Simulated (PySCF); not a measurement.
Which functional comes closest?

Molecule: SMILES CCS(=O)(=O)Cl, C₂H₅ClO₂S.

Bonds (- single, = double, # triple, : aromatic): C1-C2 1.510 Å, C2-S3 1.792 Å, S3=O4 1.447 Å, S3=O5 1.446 Å, S3-Cl6 2.106 Å. C1 carries H7, H8, H9; C2 carries H10, H11.

Geometry PBE0-D3(BJ)/def2-SVP throughout; GIAO in PySCF, gas phase, one conformer, non-relativistic; equivalent atoms averaged; basis pcSseg-2.

Reference values (measured; solution, not stated per compound (mostly CDCl3 or CCl4); Pretsch, Buehlmann, Badertscher, Structure Determination of Organic Compounds, 4th ed. (2009)): δ(C2) = 60.2 ppm, δ(C1) = 9.1 ppm. Computed shifts are taken against TMS, calculated as an isolated molecule at each level.

How do the functionals KT2, KT3, B97-D, B3LYP, PBE0, mPW1PW91 perform against the reference? Times are CPU seconds on 1 thread of an Arm Neoverse V1, shared host; the GGAs took longer than the global hybrids here, which isn't the general rule, and the cause wasn't traced.

Answers


```
functional           kind    C2    C1  mean abs. error C  core-s
       KT2            GGA  66.8  11.8                4.6      57
       KT3            GGA  65.0  12.3                4.0      57
     B97-D            GGA  67.4  12.2                5.2      57
     B3LYP  global hybrid  67.8  11.3                4.9      37
      PBE0  global hybrid  65.7  10.8                3.6      37
  mPW1PW91  global hybrid  65.8  10.9                3.7      37
```

For ¹³C the closest is PBE0 (3.6 ppm, with mPW1PW91 practically level) and the furthest B97-D (5.2 ppm). One molecule is a small sample, and vibrational and solvent effects are absent from the calculation.
